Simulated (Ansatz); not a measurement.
Input for Ansatz (development build ahead of 0.2.0):

```yaml
crystal:
  periodic: [false, false, false]
  atoms:
    - { symbol: C, position_ang: [0.00458, -0.04251, -0.79837] }
    - { symbol: C, position_ang: [0.02675, 0.63465, 0.51152] }
    - { symbol: C, position_ang: [-0.02139, -0.67256, 0.54589] }
    - { symbol: H, position_ang: [0.91028, -0.02128, -1.45681] }
    - { symbol: H, position_ang: [-0.94192, 0.01347, -1.5459] }
    - { symbol: H, position_ang: [0.02175, 1.56306, 1.01794] }
    - { symbol: H, position_ang: [-0.00483, -1.5365, 0.99996] }
basis:
  gaussian: { orbitals: "6-31G" }
hamiltonian:
  xc: hf
correlation:
  method: mp2
  frozen_orbitals: { C: 1, H: 0 }
```

The input is written out in the form of the current development build from the run's settings.

Results

```
Converged                       : yes
Reference energy                : -115.74659 hartree
Correlation energy              : -0.26903 hartree
Total energy                    : -116.01561 hartree
Spin squared of the determinant : 0.000
```
